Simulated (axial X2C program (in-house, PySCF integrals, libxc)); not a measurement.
## Potential curves of BH, 2c

All values were computed with an in-house all-electron X2C program for linear molecules (integrals from PySCF). Two-component (2c) means X2C with spin–orbit coupling and atomic mean-field two-electron Coulomb and Gaunt terms. Basis: B dyall-v3z [7s6p2d1f], H dyall-v3z [6s2p1d] (cores contracted in-house); Gaussian nuclei, density fitting, unrestricted open shells. Masses: B 11.009 u, H 1.008 u.

State: Ω = 0 (closed shell). Energies in cm⁻¹ from the fragments at the same level (B + H). Fits are polynomials in 1 − R0/R over 0.85 to 1.23 times the lowest point R0.

```
 R (Å)    PW91
1.0797  -25838
1.1293  -27304
1.1665  -27984
1.2038  -28373
1.2410  -28518
1.2844  -28437
1.3279  -28137
1.3837  -27504
1.4520  -26449
1.5513  -24560
```

One determinant describes the state; a PBE0 search over occupations chose it and may have missed a lower one. Closed shells are restricted here (equal orbitals for both partners); the stretched side of such a curve lies too high. Dissociation energies refer to the lowest single-determinant-based atoms at the same level and basis. In 2c an atomic determinant is not the ground J level, so De misses part of the atomic spin–orbit lowering. This holds for PW91. The functionals have no current-density term, which raises determinants with orbital currents, atoms included.

Problem. What are Re, ωe and De at the PW91 level?

Solution. At PW91, 2c: Re = 1.248 Å, ωe ≈ 2250 cm⁻¹, De = 3.54 eV to B + H; Be follows as 11.7 cm⁻¹.
